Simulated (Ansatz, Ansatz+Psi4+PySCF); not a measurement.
```xyz
5

C     0.0000    0.0000    0.0000
H     0.6296    0.6296    0.6296
H    -0.6296   -0.6296    0.6296
H    -0.6296    0.6296   -0.6296
H     0.6296   -0.6296   -0.6296
```

Basis set: cc-pVTZ (spherical functions). Frozen core: 1 orbital. Charge 0, multiplicity 1.

Computed with Ansatz (development build ahead of 0.2.0); each method stands on the lowest determinant of its kind that the runs found. Restricted open shells among the atoms or ions are ROHF, correlated in semicanonical orbitals with singles.

(1) Give the atomization energy at this shape (free ground-state atoms in the same class of orbitals less the molecule, no zero-point energy) of singlet CH₄ by RHF-MP2, RHF.

Results:

(1)

```
 method  atomization energy
RHF-MP2       1717.1 kJ/mol
    RHF       1384.5 kJ/mol
```
